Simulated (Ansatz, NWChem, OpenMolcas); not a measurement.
**How basis sets differ on CH2F2 (difluoromethane)**

The species is CH2F2 (5 atoms), meant as a singlet with charge 0. SMILES: `FCF`. Geometry: relaxed at PBE0-D4/def2-TZVP.

Each level gives the HOMO–LUMO gap (eV). The values are calculated.

```
                level          kind     program  value (eV)  CPU time
    HF/ANO-R0 (sfX2C)  Hartree–Fock  OpenMolcas       18.10     1.3 s
            HF/STO-3G  Hartree–Fock      NWChem       27.21    0.98 s
             HF/3-21G  Hartree–Fock      Ansatz       21.57     0.2 s
          HF/def2-SVP  Hartree–Fock      NWChem       19.69     1.9 s
HF/x2c-SVPall (sfX2C)  Hartree–Fock      Ansatz       19.68    0.21 s
       HF/aug-cc-pVDZ  Hartree–Fock      NWChem       15.50      12 s
```

The values span 15.50 to 27.21 eV. A Hartree–Fock LUMO above zero doesn't converge with the basis: it sinks as sets grow more diffuse. Orbital gaps aren't excitation energies. Times are those of the runs behind each value, whatever else they computed, on shared processors of several kinds: orders of magnitude only.
